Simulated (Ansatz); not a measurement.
`CC(=O)C=O` + H₂ → `O=CC=O` + CH₄ at 700 K and 1 bar (hydrogenolysis of a C–C bond).

Computed with Ansatz on PBE0-D4/def2-TZVP structures; ΔE is electronic, products minus reactants. CCSD(T)/CBS adds triple-zeta CCSD(T) − MP2 to the extrapolated MP2 energy (def2 sets, frozen cores). This one scheme is used for every species. One conformer a species, not always the lowest.

```csv
species,CCSD(T)/CBS energy (Eh),H − E (kJ/mol),S (J/(mol·K))
`CC(=O)C=O`,-266.87948,233.6,407.1
H₂,-1.17544,46.8,155.3
`O=CC=O`,-227.60469,141.8,335.0
CH₄,-40.46206,145.9,224.0
```

H − E and S are ideal-gas, rigid-rotor, harmonic terms from PBE0-D4/def2-TZVP, for one conformer and one mirror image of each species. The MP2-based limit puts H₂ 0.8 mEh under its directly extrapolated value; such offsets cancel only in part. 1 Eh = 2625.50 kJ/mol, R = 8.31446 J/(mol·K).

Task: By hand: ΔE, ΔH, ΔS and ΔG.

Result: ΔE = (-227.60469) + (-40.46206) − (-266.87948) − (-1.17544) = -0.01183 Eh = -31.1 kJ/mol. Δ(H − E) = 141.8 + 145.9 − 233.6 − 46.8 = 7.3, so ΔH = -23.8 kJ/mol. ΔS = 335.0 + 224.0 − 407.1 − 155.3 = -3.4 J/(mol·K). ΔG = -23.8 − 700 × (-3.4)/1000 = -21.4 kJ/mol.

Task: By hand: the equilibrium constant, and the temperature at which ΔG would vanish if ΔH and ΔS stayed fixed.

Result: log₁₀ K = −ΔG/(RT ln 10) = 1.6. ΔG = 0 at ΔH/ΔS = 7000 K, far beyond where these terms or the molecules hold.

The number of gas molecules stays the same, so ΔS is small and ΔH decides. A doubt of 5 kJ/mol in ΔE shifts log₁₀ K by 0.4 here. Other conformers and mirror images would add mixing entropy, several J/(mol·K) or more a flexible species. These are equilibria of isolated gas molecules and say nothing of rates. Largest T1 diagnostic: 0.016 (customary marks: 0.02 for closed shells, 0.045 for open ones).
